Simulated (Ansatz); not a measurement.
**CoF3: the relaxed shape and its frontier levels**

Aim: characterise CoF3 as a quintet: its structure, frontier levels and distribution of charge and spin.

The runs use Ansatz 0.2.0, Gaussian basis; UKS PBE0-D4/def2-TZVP.

The runs, in order: relaxation at PBE0-D4/def2-TZVP; a search for the lowest solution at PBE0-D4/def2-SVP; a single point at PBE0-D4/def2-TZVP; harmonic vibrations at PBE0-D4/def2-TZVP.

## Step 1: Where the work starts

4 atoms, charge 0, spin multiplicity 5.

Atoms are counted from 1 here; the program's logs count them from 0.

Bond lengths: Co1–F2 1.729 Å, Co1–F3 1.729 Å, Co1–F4 1.729 Å. Angles: F2–Co1–F3 120.0°, F2–Co1–F4 120.1°, F3–Co1–F4 119.9°.

Formally the metal is d6. No spin-orbit coupling is included.

The start is a GFN2-xTB geometry.

## Step 2: Optimising with PBE0-D4/def2-TZVP

in.yaml reads:

```yaml
crystal:
  periodic: [false, false, false]
  atoms:
    - {symbol: Co, position_ang: [0.000380, -0.000530, -0.000070]}
    - {symbol: F, position_ang: [1.728810, -0.026860, 0.013090]}
    - {symbol: F, position_ang: [-0.840310, 1.510340, -0.017190]}
    - {symbol: F, position_ang: [-0.888880, -1.482950, 0.004170]}
basis:
  gaussian: {orbitals: def2-TZVP}
magnetization: {spin_polarized: true, initial_magnetization: 4}
hamiltonian: {xc: pbe0, dispersion: d4}
scf: {lower_state_search: "off"}
output: {orbitals: {seedname: orbitals}}
relax: {f_tol: 0.02, max_steps: 100}
```

Started as:

```console
$ ansatz run in.yaml --threads 2 --pin off --events-out ev --progress --plain --max-ram 4352MiB
```

What it wrote, cut to the lines that bear on the results:

```text
Functional definition: PBE0
  name "PBE0"
  cite "Adamo & Barone, J. Chem. Phys. 110, 6158 (1999) doi:10.1063/1.478522"
  cite "Perdew, Burke & Ernzerhof, Phys. Rev. Lett. 77, 3865 (1996) doi:10.1103/PhysRevLett.77.3865"
  parent pbe
[...]
1003 factors; their error is unknown
[...]
mean field -45768.89004545 eV, -1681.9756859023 hartree, gradient 8.8e-6 eV, S^2 6.012435; 0 other end points of the search recorded, 0 dependent functions left out
[...]
reference -45768.89006926 eV, -1681.9756867772 hartree; 29, 25 occupied and 109, 113 virtual orbitals, 1003 factors
relax step   1: F+E_penalty+E_count = -45768.93085645 eV  Δ(F+E_penalty+E_count) = +0.000e0 eV  max|allowed force component| = 2.949e-1 eV/Å  Δτ_max = 0.0000 Å  (21 SCF iters, accepted)
[...]
relax step   2: F+E_penalty+E_count = -45768.93433485 eV  Δ(F+E_penalty+E_count) = -3.478e-3 eV  max|allowed force component| = 1.400e-1 eV/Å  Δτ_max = 0.0054 Å  (29 SCF iters, accepted)
[...]
relax step   3: F+E_penalty+E_count = -45768.93534853 eV  Δ(F+E_penalty+E_count) = -1.014e-3 eV  max|allowed force component| = 2.642e-3 eV/Å  Δτ_max = 0.0049 Å  (29 SCF iters, accepted)
Total energy: -45768.93537236 eV, -1681.9773516355 hartree
Atom 0 at     0.000170    -0.000244     0.000236 Å, force    -0.001136     0.001495    -0.000867 eV/Å
Atom 1 at     1.718694    -0.026954     0.012912 Å, force     0.002542    -0.000818     0.000307 eV/Å
Atom 2 at    -0.835422     1.501697    -0.017193 Å, force    -0.000913     0.001965     0.000262 eV/Å
Atom 3 at    -0.883442    -1.474500     0.004046 Å, force    -0.000493    -0.002642     0.000298 eV/Å
Dipole moment:     0.000265    -0.000380     0.000377 e Å
Checks for a lower state left out: stability, starts, cluster_reference, orbital_swaps, neighbouring_geometries, increment
```

Run time: 6 s. Hardware: 2 threads of Intel Xeon 6975P-C, shared host.

Step by step:

| step | energy from step 1 (eV) | largest force component (eV/Å) |
| --- | --- | --- |
| 1 | 0.0000 | 0.2949 |
| 2 | -0.0035 | 0.1400 |
| 3 | -0.0045 | 0.0026 |

Close pairs (by a distance rule), those that changed most:

| bond | before (Å) | after (Å) | change (Å) |
| --- | --- | --- | --- |
| Co1–F3 | 1.729 | 1.719 | -0.010 |
| Co1–F4 | 1.729 | 1.719 | -0.010 |
| Co1–F2 | 1.729 | 1.719 | -0.010 |

Bonds by kind at the end (by distance):

| bond | count | shortest (Å) | longest (Å) |
| --- | --- | --- | --- |
| Co–F | 3 | 1.719 | 1.719 |

## Step 3: Searching for the lowest solution, PBE0-D4/def2-SVP

start.molden holds the orbitals of an earlier run on this state, given as this run's starting guess.

in.yaml reads:

```yaml
crystal:
  periodic: [false, false, false]
  atoms:
    - {symbol: Co, position_ang: [0.000170, -0.000244, 0.000236]}
    - {symbol: F, position_ang: [1.718694, -0.026954, 0.012912]}
    - {symbol: F, position_ang: [-0.835422, 1.501697, -0.017193]}
    - {symbol: F, position_ang: [-0.883442, -1.474500, 0.004046]}
basis:
  gaussian: {orbitals: def2-SVP, initial_orbitals: start.molden}
magnetization: {spin_polarized: true, initial_magnetization: 4}
hamiltonian: {xc: pbe0, dispersion: d4}
output: {orbitals: {seedname: orbitals}}
```

The command is unchanged.

What it wrote, cut to the lines that bear on the results:

```text
Functional definition: PBE0
  name "PBE0"
  cite "Adamo & Barone, J. Chem. Phys. 110, 6158 (1999) doi:10.1063/1.478522"
  cite "Perdew, Burke & Ernzerhof, Phys. Rev. Lett. 77, 3865 (1996) doi:10.1103/PhysRevLett.77.3865"
  parent pbe
[...]
722 factors; integrals over basis functions are off by at most 5.7e-4 eV
[...]
mean field -45753.14475853 eV, -1681.3970572807 hartree, gradient 1.6e-5 eV, S^2 6.009908; 5 other end points of the search recorded, 0 dependent functions left out
reference -45753.14481166 eV, -1681.3970592329 hartree; 29, 25 occupied and 44, 48 virtual orbitals, 722 factors
Total energy: -45753.18573314 eV, -1681.3985630699 hartree
```

Wall time 3.9 s (2 threads of Intel Xeon 6975P-C, shared host).

HOMO -10.80 eV, LUMO -5.23 eV (over both spins); ⟨S²⟩ 6.010 (pure: 6.00).

## Step 4: Single point, PBE0-D4/def2-TZVP

in.yaml, as its differences from that of step 3:

```diff
@@ -8,5 +8,6 @@
 basis:
-  gaussian: {orbitals: def2-SVP, initial_orbitals: start.molden}
+  gaussian: {orbitals: def2-TZVP, initial_orbitals: start.molden}
 magnetization: {spin_polarized: true, initial_magnetization: 4}
 hamiltonian: {xc: pbe0, dispersion: d4}
-output: {orbitals: {seedname: orbitals}}
+scf: {omitted_lower_state_checks: [starts]}
+output: {forces: true, orbitals: {seedname: orbitals}}
```

Launched as before.

What it wrote, cut to the lines that bear on the results:

```text
Functional definition: PBE0
  name "PBE0"
  cite "Adamo & Barone, J. Chem. Phys. 110, 6158 (1999) doi:10.1063/1.478522"
  cite "Perdew, Burke & Ernzerhof, Phys. Rev. Lett. 77, 3865 (1996) doi:10.1103/PhysRevLett.77.3865"
  parent pbe
[...]
1003 factors; their error is unknown
[...]
mean field -45768.89442704 eV, -1681.9758469230 hartree, gradient 2.1e-5 eV, S^2 6.012467; 0 other end points of the search recorded, 0 dependent functions left out
[...]
reference -45768.89445087 eV, -1681.9758477984 hartree; 29, 25 occupied and 109, 113 virtual orbitals, 1003 factors
Total energy: -45768.93537235 eV, -1681.9773516354 hartree
Atom 0 at     0.000170    -0.000244     0.000236 Å, force    -0.001133     0.001496    -0.000865 eV/Å
Atom 1 at     1.718694    -0.026954     0.012912 Å, force     0.002550    -0.000819     0.000307 eV/Å
Atom 2 at    -0.835422     1.501697    -0.017193 Å, force    -0.000919     0.001974     0.000261 eV/Å
Atom 3 at    -0.883442    -1.474500     0.004046 Å, force    -0.000498    -0.002650     0.000298 eV/Å
Dipole moment:     0.000266    -0.000380     0.000376 e Å
Checks for a lower state left out: starts
```

Wall time 5.5 s (2 threads of Intel Xeon 6975P-C, shared host); peak memory 0.61 GiB.

HOMO -11.19 eV, LUMO -5.45 eV (over both spins); ⟨S²⟩ 6.012 (pure: 6.00).

Mulliken charges, from this run's orbitals:

| atom | value (e) |
| --- | --- |
| Co1 | 1.35 |
| F2 | -0.45 |
| F3 | -0.45 |
| F4 | -0.45 |

Mulliken spin populations:

| atom | value (e) |
| --- | --- |
| Co1 | 3.12 |
| F2 | 0.29 |
| F3 | 0.29 |
| F4 | 0.29 |

Largest Mayer bond orders: Co1–F2 0.90; Co1–F3 0.90; Co1–F4 0.90.

Orbitals, density, ELF and potential are computed afterwards from the orbital file.

Frontier orbitals at PBE0-D4/def2-TZVP (alpha spin), with the share of their density that lies nearest to each atom:

| orbital | energy (eV) | lies on |
| --- | --- | --- |
| HOMO | -11.19 | Co1 26 %; F2, F3, F4 about 25 % each |
| LUMO | -0.94 | Co1 36 %; F2, F3, F4 about 21 % each |

ELF in a plane through or near 4 of the atoms.

Values, 10 rows by 14 columns:
```
0.00 0.00 0.00 0.00 0.00 0.00 0.00 0.00 0.00 0.00 0.00 0.00 0.00 0.00
0.00 0.00 0.00 0.00 0.00 0.00 0.00 0.00 0.00 0.00 0.00 0.00 0.00 0.00
0.00 0.00 0.00 0.02 0.08 0.07 0.01 0.00 0.01 0.04 0.03 0.00 0.00 0.00
0.00 0.00 0.07 0.44 0.83 0.78 0.29 0.05 0.41 0.75 0.70 0.20 0.02 0.00
0.00 0.00 0.12 0.61 0.69 0.79 0.19 0.39 0.42 0.43 0.83 0.42 0.05 0.00
0.00 0.00 0.02 0.14 0.31 0.09 0.71 0.38 0.26 0.35 0.47 0.14 0.01 0.00
0.00 0.00 0.00 0.00 0.03 0.30 0.60 0.60 0.33 0.05 0.01 0.00 0.00 0.00
0.00 0.00 0.00 0.00 0.11 0.59 0.85 0.67 0.69 0.17 0.01 0.00 0.00 0.00
0.00 0.00 0.00 0.00 0.01 0.08 0.22 0.25 0.12 0.02 0.00 0.00 0.00 0.00
0.00 0.00 0.00 0.00 0.00 0.00 0.00 0.00 0.00 0.00 0.00 0.00 0.00 0.00
```
The map spans 8.3 Å across and 8.6 Å up, centred on the molecule. Atoms in the plane (x, y in Å): Co1 (0.0, 0.0), F2 (1.5, 0.8), F3 (-0.1, -1.7), F4 (-1.4, 0.9).

On the surface of density 0.002 e/bohr³ the electrostatic potential runs, from the 1st to the 99th percentile, from -0.72 V near F4 to 2.76 V near Co1.

The spin density lies nearest to Co1 78 %; F2, F3, F4 about 7 % each.

## Step 5: Vibrations by finite differences

in.yaml, as its differences from that of step 4:

```diff
@@ -8,3 +8,3 @@
 basis:
-  gaussian: {orbitals: def2-TZVP, initial_orbitals: start.molden}
+  gaussian: {orbitals: def2-TZVP}
 magnetization: {spin_polarized: true, initial_magnetization: 4}
@@ -12,2 +12,2 @@
 scf: {omitted_lower_state_checks: [starts]}
-output: {forces: true, orbitals: {seedname: orbitals}}
+phonons: {temperatures: {t_min: 298.15, t_max: 900, t_step: 200}}
```

The command is unchanged.

What it wrote, cut to the lines that bear on the results:

```text
Functional definition: PBE0
  name "PBE0"
  cite "Adamo & Barone, J. Chem. Phys. 110, 6158 (1999) doi:10.1063/1.478522"
  cite "Perdew, Burke & Ernzerhof, Phys. Rev. Lett. 77, 3865 (1996) doi:10.1103/PhysRevLett.77.3865"
  parent pbe
[...]
1003 factors; their error is unknown
[...]
mean field -45768.89442704 eV, -1681.9758469230 hartree, gradient 1.9e-6 eV, S^2 6.012467; 0 other end points of the search recorded, 0 dependent functions left out
[...]
reference -45768.89445087 eV, -1681.9758477984 hartree; 29, 25 occupied and 109, 113 virtual orbitals, 1003 factors
[...]
1003 factors; their error is unknown
[...]
mean field -45768.89430114 eV, -1681.9758422960 hartree, gradient 2.5e-6 eV, S^2 6.012467; 0 other end points of the search recorded, 0 dependent functions left out
[...]
1003 factors; their error is unknown
mean field -45768.89442534 eV, -1681.9758468603 hartree, gradient 2.3e-6 eV, S^2 6.012467; 0 other end points of the search recorded, 0 dependent functions left out
[...]
reference -45768.89444916 eV, -1681.9758477358 hartree; 29, 25 occupied and 109, 113 virtual orbitals, 1003 factors
Total energy: -45768.93537235 eV, -1681.9773516354 hartree
Atom 0 at     0.000170    -0.000244     0.000236 Å, force    -0.001135     0.001496    -0.000865 eV/Å
Atom 1 at     1.718694    -0.026954     0.012912 Å, force     0.002550    -0.000819     0.000307 eV/Å
Atom 2 at    -0.835422     1.501697    -0.017193 Å, force    -0.000918     0.001973     0.000261 eV/Å
Atom 3 at    -0.883442    -1.474500     0.004046 Å, force    -0.000497    -0.002649     0.000298 eV/Å
Dipole moment:     0.000265    -0.000380     0.000376 e Å
Vibrations: 155.07 155.13 160.02 664.50 740.71 740.90 cm⁻¹, zero-point energy 0.162191 eV
Checks for a lower state left out: starts
```

Run time: 44 s. Hardware: 2 threads of Intel Xeon 6975P-C, shared host; peak memory 0.64 GiB.

Motions are named by where the mode's potential energy lies. The modes, unscaled (a negative number is an imaginary wavenumber):

| mode | cm⁻¹ | motion |
| --- | --- | --- |
| 1 | 155 | bend |
| 2 | 155 | bend |
| 3 | 160 | out-of-plane bend |
| 4 | 664 | Co–F stretch |
| 5 | 741 | Co–F stretch |
| 6 | 741 | Co–F stretch |

## Step 6: Results

| quantity | value |
| --- | --- |
| point group | D3h |
| near neighbours of the metal | F 1.72, F 1.72, F 1.72 Å |
| HOMO, LUMO at PBE0-D4/def2-TZVP (over both spins) | -11.19, -5.45 eV |
| ⟨S²⟩ | 6.012 |
| charge on the metal (Mulliken, PBE0-D4/def2-TZVP) | +1.35 e |
| spin on the metal (Mulliken) | 3.12 |
| dipole at PBE0-D4/def2-TZVP | 0.00 D |
| lowest, highest wavenumber | 155, 741 cm⁻¹ |

In words: The molecule keeps its bonding pattern by the stored test; the atoms moved 0.01 Å (rms). Of 4 unpaired electrons, 3.12 sit on the metal by Mulliken's count: the rest is spread on the ligands. The Mulliken charge of the metal, +1.35 e, depends on the basis and isn't its oxidation state. All wavenumbers are real: a minimum at this level. The alpha HOMO lies nearest to Co1 26 %; F2, F3, F4 about 25 % each and the alpha LUMO to Co1 36 %; F2, F3, F4 about 21 % each (shares on a coarse grid); over both spins the LUMO of beta spin, not drawn, take the frontier's place. Whether this spin is the lowest isn't tested here.
